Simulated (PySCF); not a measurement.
CH₄S, SMILES CS. Heavy atoms are numbered as in [CH3:1][SH:2]. Hydrogens are named by the atom that carries them.

Geometry: ωB97X-D3(BJ)/def2-TZVP.

The numbers are results of PySCF with B3LYP/pcSseg-2, not measurements.

GIAO shieldings, no solvent; atoms alike by connectivity are averaged. δ = σ(ref) − σ: ¹³C against TMS (σ = 181.3 ppm); ³³S against H2S (σ = 688.9 ppm); ¹H against TMS (σ = 31.68 ppm), references at their B3LYP-D3(BJ)/def2-TZVP geometries, non-relativistic.

Question: Estimate the chemical shifts. (An estimate is asked for; the answer gives what the named calculation found.)

Answer: 
```csv
nucleus,atoms,count,δ (ppm)
¹³C,C1 (CH3),1,12.0
³³S,S2 (SH),1,82.9
¹H,H on C1,3,2.10
¹H,H on S2,1,1.44
```
